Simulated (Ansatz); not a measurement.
# C3H3: the cost of one run

Method: the levels named in each step, in Ansatz 0.2.0.

### 1 The structure to begin with

Bond lengths: C1–C2 1.219 Å, C2–C3 1.352 Å, C1–H4 1.048 Å, C3–H5 1.075 Å, C3–H6 1.075 Å. Angles: C1–C2–C3 180.0°, C2–C1–H4 179.8°, C2–C3–H5 120.6°, C2–C3–H6 120.7°, H5–C3–H6 118.7°.

Structure file:

```xyz
6

C     1.2776   -0.1855    0.1493
C     0.0790   -0.0112    0.0094
C    -1.2500    0.1812   -0.1462
H     2.3085   -0.3327    0.2690
H    -1.6211    1.0406   -0.6746
H    -1.9564   -0.5220    0.2564
```

### 2 A rough first relaxation, PBE-D4/def2-SVP

File input.yaml:

```yaml
crystal:
  periodic: [false, false, false]
  atoms:
    - { symbol: C, position_ang: [1.27757, -0.18554, 0.14934] }
    - { symbol: C, position_ang: [0.07896, -0.01123, 0.00942] }
    - { symbol: C, position_ang: [-1.25003, 0.18119, -0.14617] }
    - { symbol: H, position_ang: [2.30846, -0.33273, 0.26899] }
    - { symbol: H, position_ang: [-1.6211, 1.04056, -0.67459] }
    - { symbol: H, position_ang: [-1.95643, -0.52198, 0.25639] }
total_charge: 1
basis:
  gaussian: { orbitals: def2-SVP }
hamiltonian:
  xc: pbe
  dispersion: d4
relax:
  f_tol: 0.03
  max_steps: 200
```

Command:

```
$ ansatz run input.yaml --threads 4 --pin off --max-ram 10240MiB --backend cpu --events-out ev --progress --plain --runs-dir out
```

What time and memory should one allow on 4 threads of Intel Xeon at 2.50GHz (Skylake/Cascade Lake), shared host?

About 3.6 s, with a peak of 0.12 GiB.
